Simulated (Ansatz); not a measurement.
**NbC3: from a trial structure to a relaxed crystal**

Method: DFT PBE, scalar-relativistic, plane waves, PAW in Ansatz. Cutoff 420 eV, Γ-centred k mesh, Gaussian smearing, no spin polarisation in the final step.

NbC3 was placed on the TiAl3 (D0_22) structure type (I4/mmm, No. 139), with Nb in place of Ti, C in place of Al, at a guessed volume.

```yaml
crystal:
  lattice:
    - [-1.63056, 1.63056, 3.64228]
    - [1.63056, -1.63056, 3.64228]
    - [1.63056, 1.63056, -3.64228]
  atoms:
    - { symbol: Nb, position: [0.00000, 0.00000, 0.00000] }
    - { symbol: C, position: [0.50000, 0.50000, 0.00000] }
    - { symbol: C, position: [0.25000, 0.75000, 0.50000] }
    - { symbol: C, position: [0.75000, 0.25000, 0.50000] }
```

Cell and atoms relax at zero pressure; the relaxation can't lower the symmetry of the start. After a coarse first stage the cell is made exact in the group found at 0.06 Å.

Formation energies are uncorrected and refer to the elements' standard structures at the same level.

(1) Describe the relaxed structure.

(2) What are its volume, energy, density and gap?

Answers

(1) It keeps I4/mmm (No. 139). The result has the TiAl3 (D0_22) structure. Conventional cell: a = 3.067 Å, c = 7.717 Å. Nb has 4 C at 2.17 Å and 8 C at 2.46 Å; C on Wyckoff site b (1 atom of the primitive cell) has 4 Nb at 2.17 Å and 8 C at 2.46 Å; around C on Wyckoff site d (2 atoms of the primitive cell) lie 4 C at 2.17 Å, 4 C at 2.46 Å and 4 Nb at 2.46 Å.

Space group I4/mmm (No. 139). a = 3.067 Å, b = 3.067 Å, c = 7.717 Å, α = 90.00°, β = 90.00°, γ = 90.00°
```tsv
atom	site	symmetry	x	y	z
Nb	2a	4/mmm	0.0000	0.0000	0.0000
C	2b	4/mmm	0.5000	0.5000	0.0000
C	4d	-4m2	0.5000	0.0000	0.2500
```

(2) The volume per atom is 9.07 Å³. The density is 5.90 g/cm³. The energy over the elements is 1.88 eV/atom and the gap on the 20×20×20 mesh is 0 eV (a metal).

The final run used a 20×20×20 mesh on its 4-atom cell and 0.10 eV smearing. For metals, differences of a few meV/atom aren't resolved. A structure relaxed within its symmetry needn't be a true minimum.

Cost: 3 runs of about 5 core-minutes in all, on Intel Xeon Platinum 8259CL (Skylake/Cascade Lake) (shared hosts).